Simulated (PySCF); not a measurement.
Method: PySCF 2.14.0 with B3LYP-D3(BJ)/def2-TZVP // BP86-D3(BJ)/def2-SVP. Gas-phase values, no solvent. B3LYP has the VWN-RPA correlation part, as in Gaussian. 

Reference species (SMILES): `[O]C` (neutral, multiplicity 2).

```yaml
dipole_moment: 2.09 D
```

Changed species: `[SH]` (free radical SH; the reference has free radical OCH3).

Problem. Predict the effect on the dipole moment.

Solution. the dipole moment drops by 1.23 D, to 0.86 D.
